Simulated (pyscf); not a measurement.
`[F][W]([F])(=[S])=[S]` + `[SH2]` → `[F][W]([F])(=[S])([SH])[SH]`, an addition across a multiple bond or ene-type step (singlet surface; H–S broken, H–S, S–W formed). Optimised with ωB97X-D3(BJ)/def2-SVP in PySCF. Energies in eV from the separated reactants.

Small-basis levels: PySCF, no dispersion term, spherical d functions. AM1 to PM7: differences of heats of formation from MOPAC. GFN2-xTB: tblite. Cost: rough CPU time at the saddle relative to B3LYP/6-31G*+LANL2DZ, from one job on a shared machine.

| level | barrier | reaction energy | cost |
|---|---|---|---|
| HF/6-31G*+LANL2DZ | 2.08 | +0.24 | 0.1 |
| MP2/6-31G*+LANL2DZ | 1.35 | +0.32 | 0.2 |
| BP86/6-31G*+LANL2DZ | 0.88 | -0.04 | 2 |
| B3LYP/LANL2DZ | 1.35 | +0.12 | 0.6 |
| M06-2X/6-31G*+LANL2DZ | 1.10 | -0.16 | 3 |
| B3LYP/6-311+G**+LANL2DZ | 1.06 | +0.11 | 1 |
| PBE/def2-SVP | 0.52 | -0.20 | 1 |
| GFN2-xTB | -0.65 | -1.74 | under 0.02 |
| PM7 | 1.41 | -0.24 | under 0.02 |
| ωB97M-D3(BJ)/def2-TZVP | 0.81 | -0.17 | – |

Against the last row the barrier runs from -1.46 (GFN2-xTB) to +1.27 eV (HF/6-31G*+LANL2DZ). At GFN2-xTB this geometry lies under one side, so the entry may be no barrier of that level: it is a single point on another level's saddle. ωB97M-D3(BJ)/def2-TZVP has limits of its own. On the reactant side the descent ends in an adduct with a S–W contact, 0.61 eV under the separated species and 1.08 eV under the saddle at ωB97X-D3(BJ)/def2-TZVP. What is counted as formed (S–W) is already present as a longer contact in the reactant adduct; forming that adduct is a step of its own. At ωB97X-D3(BJ) the barrier from the zero used here is 0.47 eV. This is the saddle that the search found; another between the same sides may lie lower. Elements past Kr carry the def2 core potentials, without spin-orbit coupling.
